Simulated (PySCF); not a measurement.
**Electron affinity of O by level of theory**

O⁻ [He] 2s2 2p5 (2P) → O [He] 2s2 2p4 (3P), as a difference of total energies. Calculation: PySCF 2.14, in x2c-TZVPPall with one added diffuse shell each of s, p, d type (6s4p3d1f, 40 functions); scalar relativity by spin-free X2C-1e. Correlated levels: valence: 1s2 frozen; valence and next inner shell: nothing frozen. The calculations carry no spin-orbit coupling.

```
                                method  electron affinity (eV)
                                   UHF                  -0.583
                                   LDA                   2.034
                                   PBE                   1.748
                                  PBE0                   1.367
                                r2SCAN                   1.489
                                   M06                   1.378
                                 TPSSh                   1.346
                                  MN15                   1.468
                                  BLYP                   1.796
                         MP2 (valence)                   1.353
                     SCS-MP2 (valence)                   1.313
    MP2 (valence and next inner shell)                   1.357
SCS-MP2 (valence and next inner shell)                   1.314
```

Errors of the correlated levels include the incompleteness of this basis and the frozen core.

A negative affinity means that the anion lies above the atom at that level of theory.

In the anion the highest occupied orbital energy is positive at LDA, PBE, PBE0, r2SCAN, M06, TPSSh, MN15, BLYP, a self-interaction effect; the basis confines that electron, and the energy difference can still be sensible.

For comparison: 1.461 eV (measured; photodetachment measurements, as compiled on the Wikipedia data page of electron affinities).
